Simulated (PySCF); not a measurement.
Below is a simulated gas-phase C 1s photoelectron spectrum of `C=CCOC` (allyl methyl ether).

Every computed line was given a Gaussian of 0.7 eV full width at half maximum and an area set by the number of equivalent atoms; the highest printed point is 100. Computed with delta-SCF UKS SCAN, pcX-2 on the ionised atom, pcseg-1 elsewhere, spin-free X2C (PySCF).

(binding energy (eV), intensity): (289.4, 0), (289.5, 1), (289.6, 2), (289.7, 5), (289.8, 10), (289.9, 19), (290.0, 32), (290.1, 49), (290.2, 67), (290.3, 83), (290.4, 93), (290.5, 95), (290.6, 88), (290.7, 74), (290.8, 56), (290.9, 39), (291.0, 25), (291.1, 14), (291.2, 9), (291.3, 8), (291.4, 12), (291.5, 21), (291.6, 35), (291.7, 53), (291.8, 73), (291.9, 90), (292.0, 100), (292.1, 99), (292.2, 88), (292.3, 70), (292.4, 50), (292.5, 32), (292.6, 18), (292.7, 9), (292.8, 4), (292.9, 2), (293.0, 1), (293.1, 0)

Question: Count the maxima, the lines and the sites behind this envelope.

Answer: The curve has 2 maxima (at 290.5 and 292.0 eV). Under it lie 4 lines from 4 inequivalent carbon sites. At this width some lines have no maximum of their own.

Question: Decompose the envelope and assign each component. Numbering: `[CH2:1]=[CH:2][CH2:3][O:4][CH3:5]`.

Answer: 
```csv
position (eV),relative area,line,atoms,environment
290.36,1,C 1s,C1,terminal =CH2 carbon
290.58,1,C 1s,C2,alkene CH carbon
291.99,1,C 1s,C5,methoxy carbon
292.09,1,C 1s,C3,sp3 carbon bound to oxygen
```

Question: What are the centre and the root-mean-square width of the whole band?

Answer: The area-weighted mean of the lines is 291.26 eV. Their own spread about it is 0.79 eV (rms) and each Gaussian has σ = 0.7/2.355 = 0.30 eV; the variances add, which gives 0.84 eV.

Lowest listed C 1s: C1, bonded to C (double bond) and 2 H. Highest, 1.73 eV above it: C3, bonded to O, C and 2 H. The widest gap between neighbouring values is 1.41 eV, between 290.58 and 291.99 eV.

No satellites, vibrations or lifetime broadening are included. Geometry: GFN2-xTB, one conformer, isolated molecule.

Conformer computed: `[CH2:1]=[CH:2][CH2:3][O:4][CH3:5]`: C1–C2–C3–O4 -130°, C2–C3–O4–C5 69°.
